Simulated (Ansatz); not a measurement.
**MgHCl: small, medium and large basis sets**

Aim: see how fast density functionals converge with the basis set for MgHCl.

Computed with Ansatz 0.2.0, Gaussian basis. Level: one geometry, several basis sets.

Levels to be run: PBE0-D4/def2-SVP; ωB97M-V/def2-SVP; PBE0-D4/def2-QZVPP; ωB97M-V/def2-QZVPP; the functionals' def2-TZVPP values are taken from earlier runs.

## Step 1: Structure used throughout

An earlier PBE0-D4 in a triple-zeta def2 set relaxation fixed the geometry.

SMILES `[MgH][Cl]`, 3 atoms, charge 0, spin multiplicity 1.

Atoms are counted from 1 here; the program's logs count them from 0.

Bond lengths: Mg1–Cl2 2.187 Å, Mg1–H3 1.686 Å. Angles: Cl2–Mg1–H3 179.9°.

## Step 2: PBE0-D4 in def2-SVP

The input, in.yaml:

```yaml
crystal:
  periodic: [false, false, false]
  atoms:
    - {symbol: Mg, position_ang: [-0.150024, -0.002017, -0.082550]}
    - {symbol: Cl, position_ang: [1.766536, -0.265498, 0.937522]}
    - {symbol: H, position_ang: [-1.627512, 0.202716, -0.868172]}
basis:
  gaussian: {orbitals: def2-SVP}
hamiltonian: {xc: pbe0, dispersion: d4}
output: {orbitals: {seedname: orbitals}}
```

The runs that follow: ωB97M-V in def2-SVP; PBE0-D4 in def2-QZVPP; ωB97M-V in def2-QZVPP.

**Question.** What will the summary of the whole plan be? Wanted: PBE0-D4: double and triple zeta above quadruple; ωB97M-V: double and triple zeta above quadruple.

The runs gave:

| quantity | value |
| --- | --- |
| PBE0-D4: double and triple zeta above quadruple | 6.87, 0.63 eV |
| ωB97M-V: double and triple zeta above quadruple | 6.76, 0.60 eV |

What this shows: For PBE0-D4 the step from double to triple zeta gains 6.23 eV and the next only 0.63 eV. Total energies overstate the basis error of differences, where much of it tends to cancel.
